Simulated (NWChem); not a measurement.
## Atomisation of fluorine (F₂)

```
F
F 1 1.3765
```
Charge 0, spin multiplicity 1.

Everything below was run with NWChem. All single points use one geometry, from PBE0/def2-SVP, a minimum by its harmonic frequencies.

Basis set: def2-QZVP. The atomisation energy is electronic alone: no zero-point, thermal, spin-orbit or counterpoise terms. No value is extrapolated to the basis-set limit. Free atoms are single determinants with multiplicities F 2.

No SCF solution was tested for a lower state. Open-shell Hartree-Fock references start from PBE0 orbitals.

Question: Order these methods by the atomisation energy they give, lowest first: HF, PBE0, BHandHLYP, LDA (SVWN5).

Answer: HF (-34.9 kcal/mol), BHandHLYP (15.8 kcal/mol), PBE0 (35.0 kcal/mol), LDA (SVWN5) (77.9 kcal/mol)
